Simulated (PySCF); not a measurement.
# Relative stability

Two relaxed structures of CH$_{3}$NSi, closed shell (PBE0-D4/def2-TZVP; forces vanish, vibrations not checked).

A:

```tsv
atom	x (Å)	y (Å)	z (Å)
C1	0.8421	-1.1464	0.3387
N2	-0.3582	-0.8825	-0.0922
Si3	0.3608	0.6953	0.0948
H4	-1.0991	-1.5386	-0.3246
H5	0.5604	1.4088	-1.1831
H6	-0.2606	1.5050	1.1627
```

B:

| atom | x (Å) | y (Å) | z (Å) |
| --- | --- | --- | --- |
| C1 | -0.3254 | -0.9128 | -0.0790 |
| N2 | 0.8185 | -0.8231 | 0.4573 |
| Si3 | -0.0295 | 0.9500 | 0.2026 |
| H4 | -0.8113 | -1.8331 | -0.4056 |
| H5 | 0.4896 | 1.1435 | -1.2303 |
| H6 | 1.4776 | -1.5781 | 0.6185 |

Computed with PySCF 2.14 with density fitting (its default auxiliary sets; JK sets also for MP2 and CCSD(T)) (basis: def2-TZVPP); correlated methods freeze the cores. B3LYP uses VWN-RPA correlation.

**Question.** Which structure is lower at CCSD(T), and by how much? (To be estimated.)

**Answer.** The calculation gives: B, by 0.485 eV (electronic energy, against the other). By their contacts, A is CH₃NSi ([C]1[NH][SiH2]1) and B is CH₃NSi ([CH]1[NH][SiH]1).

All methods give the same order:

```
   method  E(B) − E(A) (eV)
   PBE-D4            -0.554
r2SCAN-D4            -0.416
  PBE0-D4            -0.538
 B3LYP-D4            -0.541
  wB97M-V            -0.543
       HF            -0.453
      MP2            -0.511
     CCSD            -0.509
  CCSD(T)            -0.485
```

The T1 diagnostic stays at or below 0.020.

Labels in which every atom is bracketed show which atoms are joined, not bond orders.

For scale, one of the runs: CCSD(T)/def2-TZVPP, 146 basis functions, launched by `OMP_NUM_THREADS=2 python run.py`. Time: 2.8 min of wall clock on 2 CPU threads of an Arm Neoverse V1; the host was shared. Peak host memory: 0.81 GiB.
